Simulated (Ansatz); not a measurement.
# AlN (singlet): the correlation ladder at distance Al1–N2 = 1.668 Å, 6-31G

Aim: climb from Hartree-Fock through coupled cluster and multireference methods for AlN (singlet) at one geometry and basis, and see what each rung misses.

Computed with Ansatz 0.2.0, Gaussian basis. Level: 6-31G, core rule «outside noble gas», up to 6 orbitals frozen.

To be run: UHF; CCSD(T) on RHF; BCCD(T) on RHF; CISD; CCSDT(Q) on RHF; CISDTQ; CCSDTQ on RHF; CCSDTQ on UHF; CASSCF and MRCISD+Q, 2 electrons in 2 orbitals; CASSCF and NEVPT2, 2 electrons in 2 orbitals; CASSCF and MRCISD+Q, 8 electrons in 8 orbitals; CASSCF and MRCISD+Q(relaxed), 8 electrons in 8 orbitals; CASSCF and NEVPT2, 8 electrons in 8 orbitals; Full CI.

22 further runs of the same task are left out: 3 for a known fault of the program, 15 that didn't finish, 4 set aside as unsound or not needed.

## 1. The system

The geometry derives from a PBE0/def2-TZVP stationary point (not a proven minimum). One bond is set to the value named and the two fragments are kept rigid.

2 atoms, charge 0, spin multiplicity 1.

Atoms are counted from 1 here; the program's logs count them from 0.

Bond lengths: Al1–N2 1.668 Å.

## 2. UHF

File in.yaml:

```yaml
crystal:
  periodic: [false, false, false]
  atoms:
    - {symbol: Al, position_ang: [0.000000, 0.000000, 0.000000]}
    - {symbol: N, position_ang: [0.000000, 0.000000, 1.668087]}
basis:
  gaussian: {orbitals: 6-31G}
magnetization: {spin_polarized: true, initial_magnetization: 0}
hamiltonian: {xc: hf}
output: {orbitals: {seedname: orbitals}}
```

On the command line:

```bash
ansatz run in.yaml --threads 1 --pin off --events-out ev --progress --plain --max-ram 2393MiB
```

The runs that follow: CCSD(T) on RHF; BCCD(T) on RHF; CISD; CCSDT(Q) on RHF; CISDTQ; CCSDTQ on RHF; CCSDTQ on UHF; CASSCF and MRCISD+Q, 2 electrons in 2 orbitals; CASSCF and NEVPT2, 2 electrons in 2 orbitals; CASSCF and MRCISD+Q, 8 electrons in 8 orbitals; CASSCF and MRCISD+Q(relaxed), 8 electrons in 8 orbitals; CASSCF and NEVPT2, 8 electrons in 8 orbitals; Full CI.

Before running them: what should the planned runs give, taken together? Wanted: FCI below the RHF energy; RMP2 from FCI; RCCSD from FCI; RCCSD(T) from FCI; RCCSDT(Q) from FCI; NEVPT2 pair from FCI; MRCISD+Q pair from FCI; NEVPT2 valence from FCI; T1 diagnostic.

**Answer**, as computed:

| quantity | value |
| --- | --- |
| FCI below the RHF energy | -5.7796 eV |
| RMP2 from FCI | +42.17 kcal/mol |
| RCCSD from FCI | +10.05 kcal/mol |
| RCCSD(T) from FCI | -1.90 kcal/mol |
| RCCSDT(Q) from FCI | -2.10 kcal/mol |
| NEVPT2 pair from FCI | +16.60 kcal/mol |
| MRCISD+Q pair from FCI | +4.11 kcal/mol |
| NEVPT2 valence from FCI | +7.31 kcal/mol |
| levels within 1 kcal/mol (43 meV) | BCCD(T), RCCSDT, RCCSDTQ, MRCISD+Q(relaxed) valence |
| T1 diagnostic | 0.146 |
| effectively unpaired electrons | 0.77 |

What this shows: RCCSD(T) lands -1.90 kcal/mol from the yardstick (1.4 % of the correlation energy). RCCSD(T), RCCSDT(Q), MRCISD+Q(relaxed) valence fall below full CI, which methods that aren't variational can do. The occupations show some static correlation. Of the multireference levels listed MRCISD+Q(relaxed) valence comes nearest in total energy (-0.06 kcal/mol), which doesn't show that its space is the better one. Coupled cluster took another determinant than the lowest Hartree-Fock one. These misses are within one basis, not against nature.
